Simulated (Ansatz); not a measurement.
Born–Oppenheimer molecular dynamics of CH6BF (9 atoms, charge 0, multiplicity 1). It starts at the highest image of a converged band. Of that band: Neighbouring images differ by up to 1.4 eV, so the band resolves the path poorly. A vibrational analysis at the climbing image gives one clearly imaginary mode, 794i cm⁻¹: a first-order saddle point.

All numbers below come from Ansatz, RKS PBE-D4/def2-SVP.

* ensemble: NVE (velocity Verlet)
* time step: 0.5 fs
* steps asked: 200
* starting velocities drawn for: 100 K
* seed: 3848

First frame:

```xyz
9
Properties=species:S:1:pos:R:3
B -0.013 -0.357 -0.038
H 0.254 0.487 0.957
H 1.022 -0.607 -0.622
C -1.370 -0.039 -0.761
H -1.645 -0.867 -1.449
H -2.221 0.140 -0.075
H -1.249 0.866 -1.396
F -0.213 -1.548 1.151
H 0.066 -0.479 1.432
```

(1) How far do the bonds stretch over the last three quarters of this one trajectory? (Pairs bonded in most of those frames.)

## Answers

(1) 
```
 bond  mean (Å)  spread (Å)  shortest  longest
B1–H2     1.228       0.013      1.21     1.26
B1–H3     1.220       0.004      1.21     1.23
B1–C4     1.566       0.018      1.54     1.60
C4–H5     1.109       0.008      1.10     1.12
C4–H6     1.109       0.013      1.09     1.13
C4–H7     1.118       0.002      1.11     1.12
F8–H9     0.940       0.010      0.92     0.96
```

Mean temperature of the second half: 93 K. The conserved energy stayed within 0.036 meV per atom of its start (net change 0.027 meV per atom), so the integration is sound. A run of 0.1 ps of so small a system gives no equilibrium averages. The orbitals stay closed-shell, which can raise the energy where a bond breaks towards radicals; this wasn't checked here.

Run time: 2.9 min on 1 thread of Intel(R) Xeon(R) 6975P-C (Granite Rapids), on a shared host, peak memory 0.14 GiB.
